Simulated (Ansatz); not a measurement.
`O[B]Cl` radical, relaxed with UKS PBE0-D4/def2-TZVP in Ansatz from a GFN2-xTB geometry. The force threshold is 0.005 eV/Å; the program also tests the step.

Total charge 0; spin multiplicity 2.

Start:

```xyz
4

O    -0.235    0.564   -0.449
B     0.214   -0.192    0.556
Cl    0.365   -1.881    0.250
H    -0.344    1.509   -0.356
```

```
        step  energy (eV)  largest force (eV/Å)  largest move (Å)
           1  -15256.9438                 0.547             0.000
           2  -15256.9780                 0.325             0.036
           3  -15256.9960                 0.222             0.040
4 (rejected)  -15256.9774                 1.122             0.034
           5  -15256.9992                 0.021             0.017
           6  -15256.9993                 0.004             0.003
```

End:

```xyz
4

O    -0.258    0.582   -0.511
B     0.189   -0.188    0.483
Cl    0.387   -1.907    0.307
H    -0.319    1.513   -0.279
```

Hardware: 2 threads of an AMD EPYC 7R13 on a shared host. Wall time 8.5 s, peak host memory 0.21 GiB.
